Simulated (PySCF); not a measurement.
## How well do the runs reproduce experiment for C5H6?

**Experimental background.**

NIST CCCBDB Release 22 (SRD 101), experimental dipoles lists, for the gas: dipole moment 0.662 D.

The results are set against them at the end.

Species: C5H6.
SMILES with atom numbers: `[CH:1]#[C:2]/[CH:3]=[CH:4]/[CH3:5]` (hydrogens: H6 on C1; H7 on C3; H8 on C4; H9, H10, H11 on C5)

Structure used (PBE0-D3(BJ)/def2-SVP), in Å, numbered top down from 1:
```xyz
11
C5H6 angstrom
C      3.029    0.243    0.477
C      1.829    0.080    0.575
C      0.428   -0.119    0.712
C     -0.460    0.082   -0.277
C     -1.929   -0.121   -0.149
H      4.089    0.389    0.388
H      0.074   -0.458    1.694
H     -0.084    0.421   -1.250
H     -2.209   -0.462    0.858
H     -2.477    0.812   -0.364
H     -2.289   -0.866   -0.879
```

The PySCF runs (gas phase, on this PBE0-D3(BJ)/def2-SVP geometry; no spin–orbit coupling):

```
                             level                                                                      job  basis functions  wall time
PBE0-D3(BJ)/def2-SVP, grid level 1                              geometry optimisation from an MMFF94s start              100       18 s
                     PBE0/pcSseg-1                                  shieldings, charges and field gradients              115      7.3 s
                  wB97X-D/pcSseg-2                                                               shieldings              264       44 s
                       B3LYP/pcJ-1  spin–spin couplings from 11 perturbed nuclei, spin–dipole term left out              195       16 s
```

Hardware: one thread of an Arm Neoverse V1, shared host.

Results beside the measurements:

**Dipole moment.** Measured: 0.662 D (NIST CCCBDB Release 22 (SRD 101), experimental dipoles).

| level | computed (D) | computed − measured (D) | % (from the printed values) |
| --- | --- | --- | --- |
| PBE0-D3(BJ)/def2-SVP | 1.112 | +0.450 | +68 |
| PBE0/pcSseg-1 | 1.135 | +0.473 | +71 |
| wB97X-D/pcSseg-2 | 1.182 | +0.520 | +79 |
| B3LYP/pcJ-1 | 1.097 | +0.435 | +66 |

Closest is B3LYP/pcJ-1 (+0.435 D), furthest wB97X-D/pcSseg-2 (+0.520 D); one molecule doesn't rank methods. All 4 levels lie above the measurement. The computed dipoles belong to one fixed geometry; measured ones are averaged over vibrations unless marked μe. Magnitudes are compared, not signs.

The geometry is computed, not the measured one. Where a level misses, the cause wasn't examined.
